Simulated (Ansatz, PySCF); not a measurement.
System: hydrogen isocyanide, CHN, charge 0, multiplicity 1. 
Structure (B3LYP-D3(BJ)/def2-TZVP (Ansatz, a program for electronic structure) minimum search):
```xyz
3

C      0.0000     0.0000    -0.7364
N      0.0000     0.0000     0.4276
H      0.0000     0.0000     1.4250
```

Wanted: atomisation energy (electronic, to ground-state atoms), in kcal/mol. Correlated levels leave the core frozen unless marked. UHF or UKS for open shells. No spin-orbit coupling. No relativistic terms. The coupled-cluster limit lacks core correlation, which all-electron functionals hold. CBS(X,Y): correlation extrapolated as X^-3; Hartree-Fock from the larger set (for Q and 5 zeta extrapolated as (X+1)exp(-9√X)).

```
level                           program  atomisation energy (kcal/mol)
-----------------------  --------------  -----------------------------
HF/aug-cc-pVDZ                   Ansatz                          182.9
HF/aug-cc-pVTZ                   Ansatz                          188.9
HF/CBS(cc-pVQZ,cc-pV5Z)          Ansatz                          189.8
HF-D4/def2-TZVPD          PySCF + dftd4                          190.8
BP86-D3(BJ)/def2-TZVPD    PySCF + dftd3                          313.2
r2SCAN-D4/def2-TZVPD     Ansatz + dftd4                          293.2
B3LYP/def2-TZVPD                 Ansatz                          298.9
```

Task: Predict the CCSD(T)/CBS(cc-pVQZ,cc-pV5Z) result (Ansatz).

Result: 296.5 kcal/mol
